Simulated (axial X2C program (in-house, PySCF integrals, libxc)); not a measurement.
## Ionising HF

Computed with an in-house relativistic program for diatomic molecules, spin-free (one-electron X2C) or two-component (2c: spin–orbit coupling with atomic mean-field Coulomb and Gaunt terms, which also bring small scalar terms), in Dyall basis sets with cores contracted in-house; open shells are unrestricted.

Basis sets: F dyall-av3z, H dyall-v3z. Frozen shells (counts by l): HF F 1s, H none, 8 electrons correlated; HF⁺ F 1s, H none, 7 electrons correlated. Where the outer core of a metal is frozen, bonds come out longer and ionisation energies lower.

```
Hamiltonian  level        HF state  Re (Å)  ωe (cm⁻¹)  De (eV)
  spin-free     HF  M_S = 0, Λ = 0   0.898     4464.8     4.19
  spin-free   PBE0  M_S = 0, Λ = 0   0.919     4144.0     5.92
  spin-free    MP2  M_S = 0, Λ = 0   0.922     4110.7     6.19
         2c     HF           Ω = 0   0.898     4464.9     4.18
         2c   PBE0           Ω = 0   0.919     4144.1     5.92
         2c    MP2           Ω = 0   0.922     4110.8     6.19
```

Adiabatic ionisation energy (minimum to minimum, no zero-point term) and constants of HF⁺:

| Hamiltonian | level | HF⁺ state | IE (eV) | Re (Å) | ωe (cm⁻¹) | De (eV) | fragments |
| --- | --- | --- | --- | --- | --- | --- | --- |
| spin-free | HF | M_S = 1/2, Λ = 1 | 14.33 | 0.981 | 3305.7 | 3.46 | F + H+ |
| spin-free | PBE0 | M_S = 1/2, Λ = 1 | 16.11 | 1.008 | 3049.2 | 3.45 | F + H+ |
| spin-free | MP2 | M_S = 1/2, Λ = 1 | 16.21 | 1.003 | 3105.5 | 3.59 | F + H+ |
| 2c | HF | Ω = 3/2 | 14.32 | 0.981 | 3306.5 | 3.47 | F + H+ |
| 2c | PBE0 | Ω = 3/2 | 16.09 | 1.008 | 3049.9 | 3.47 | F + H+ |
| 2c | MP2 | Ω = 3/2 | 16.19 | 1.003 | 3106.1 | 3.60 | F + H+ |

(1) Add the zero-point terms to the ionisation energy at MP2, 2c, and say whether the electron removed was bonding.

(2) Close the cycle De(HF⁺) + IE(HF) = De(HF) + IE(H) to find the atomic ionisation energy at MP2, 2c.

Each entry is the lowest single determinant of a limited PBE0 search at one distance. De goes to single-determinant-based atoms at the same level (for ions the charge split of lowest energy) and is withheld (n/a) where an atom does not fit its ground term or J level. Main or longest-lived isotopes. Some light 2c atoms are not at their ground J level, so De misses part of their lowering (0.04 eV or less). The functionals have no current term, which raises determinants with orbital currents.

Answers

(1) IE0 = IE + (ωe⁺ − ωe)/2 = 16.19 + (-0.062) = 16.13 eV. Re changes by 0.081 Å, so the bond lengthens, as on loss of a bonding electron.

(2) IE(H) = 3.60 + 16.19 − 6.19 = 13.60 eV, for the determinants used.
